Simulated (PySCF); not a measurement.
# C2H6Si (vinylsilane): the cost of one run

The runs use PySCF 2.14.0, with density-fitted response routines of our own; the level of theory stands in each step. All values are computed, except where a source is named. Atoms count from 0, in the outputs and in this text.

## 1. The molecule as given

9 atoms, charge 0, multiplicity 1; geometry from: GFN2-xTB. The atoms were then displaced at random by about 0.01 Å, so the start is not that level's minimum.

Bonds of the start (Å): C0–C1 1.34, C1–Si2 1.90, C0–H3 1.08, C0–H4 1.05, C1–H5 1.09, Si2–H6 1.46, Si2–H7 1.46, Si2–H8 1.47.

## 2. Optimising the geometry at PBE0-D3(BJ)/def2-SVP

The job: settings as JSON, then the geometry in Å.

```
{"job": {"xc": "PBE0", "basis": "def2-SVP", "d3": "d3bj", "grid": 1, "shake": 0.01, "kind": "geom"}, "charge": 0, "multiplicity": 1}
C      1.538770    -0.163000    -0.277590
C      0.499040     0.090940     0.534520
Si    -1.332140     0.052830     0.042110
H      1.395700    -0.373170    -1.325460
H      2.546270    -0.110210     0.028630
H      0.725500     0.334420     1.569270
H     -1.987720    -0.957280     0.862980
H     -1.423370    -0.268200    -1.374350
H     -1.904230     1.376520     0.333390
```

Command:

```sh
$ OMP_NUM_THREADS=1 python probes_run.py task.json out
```

The driver reads the jobs from task.json and runs them one after another.

Q: Estimate the wall time and peak memory of this first job on 1 thread of Arm Neoverse V2, shared host.

About 11 s, with a peak of 0.32 GiB.
